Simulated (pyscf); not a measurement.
Elementary routes open to H₃Si–SiH₃ + H• in the gas phase (doublet surface):
A. •H₂Si–SiH₃ + H₂ (H–Si broken; H–H formed)
B. SiH₄ + SiH₃• (Si–Si broken; H–Si formed)

PySCF, gas phase, ωB97X-D3(BJ)/def2-SVP geometries.

Question: Rank the routes by free-energy barrier at 1200 K, lowest first, for ωB97M-D3(BJ)/def2-TZVP energies (ideal gas, 1 atm, RRHO with modes under 100 cm⁻¹ raised to 100, one conformer, R ln 2 for chiral ones without a mode under 150 cm⁻¹).

Answer: A (1.04 eV), B (1.34 eV)

Route A is the fastest of these, ahead of the next by 0.30 eV. The most stable products are those of A (ΔG = -1.00 eV), so kinetics and thermodynamics agree. At 298 K A is still the fastest. Only these routes are compared; each barrier is that of the saddle found, and lower ones may exist.
